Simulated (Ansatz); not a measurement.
This Ansatz (an electronic-structure program) input (CCSD(T)/cc-pwCVQZ) gives -1.17379 Eh with 60 basis functions. A basis named .json is the Basis Set Exchange file of that set (core-valence sets with the plain set on hydrogen).

Ansatz 0.2 input:
```yaml
crystal:
  periodic: [false, false, false]
  atoms:
    - {symbol: H, position_ang: [-0.00000000, -0.00000000, -0.37201156]}
    - {symbol: H, position_ang: [0.00000000, 0.00000000, 0.37201156]}
basis:
  gaussian:
    orbitals: cc-pwCVQZ.json
magnetization: {spin_polarized: false}
correlation: {method: ccsd_t, frozen_orbitals: {H: 0}}
```

Change:
```diff
- orbitals: cc-pwCVQZ.json
+ orbitals: cc-pVTZ
```

Problem. What does the run give now?

Solution. -1.17234 Eh (CCSD(T)/cc-pVTZ, 28 functions), a change of +1.45 mEh.
